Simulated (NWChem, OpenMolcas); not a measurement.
# How methods differ on CH4O (methanol)

CH4O: 6 atoms, total charge 0, spin state singlet. As SMILES, `CO`. The shape is that of a PBE0-D4/def2-TZVP optimisation.

Each level gives the dipole moment (D). The values are calculated.

**The experiment to reproduce.** NIST CCCBDB gives the dipole moment of the gas as 1.70 D.

| level | kind | program | value (D) | computed − measured |
| --- | --- | --- | --- | --- |
| HF/def2-TZVP | Hartree–Fock | OpenMolcas | 1.81 | +0.11 |
| SVWN5/def2-TZVP | LDA | OpenMolcas | 1.68 | -0.02 |
| M06-L/def2-TZVP | meta-GGA | NWChem | 1.59 | -0.11 |
| TPSS/def2-TZVP | meta-GGA | OpenMolcas | 1.62 | -0.08 |
| r2SCAN/def2-TZVP | meta-GGA | OpenMolcas | 1.64 | -0.06 |
| M06-2X/def2-TZVP | hybrid meta-GGA | NWChem | 1.73 | +0.03 |
| CAM-B3LYP/def2-TZVP | range-separated hybrid | NWChem | 1.73 | +0.03 |
| wB97X/def2-TZVP | range-separated hybrid | NWChem | 1.72 | +0.02 |

Nearest: SVWN5/def2-TZVP (-0.02 D), wB97X/def2-TZVP (+0.02 D); farthest: HF/def2-TZVP (+0.11 D). The measured dipole is a vibrational average, so differences of a few hundredths of a debye mean little. Computed less measured by kind, in D (def2-TZVP rows): Hartree–Fock +0.11; LDA -0.02; meta-GGA -0.11 to -0.06; global hybrid +0.03; range-separated hybrid +0.02 to +0.03.
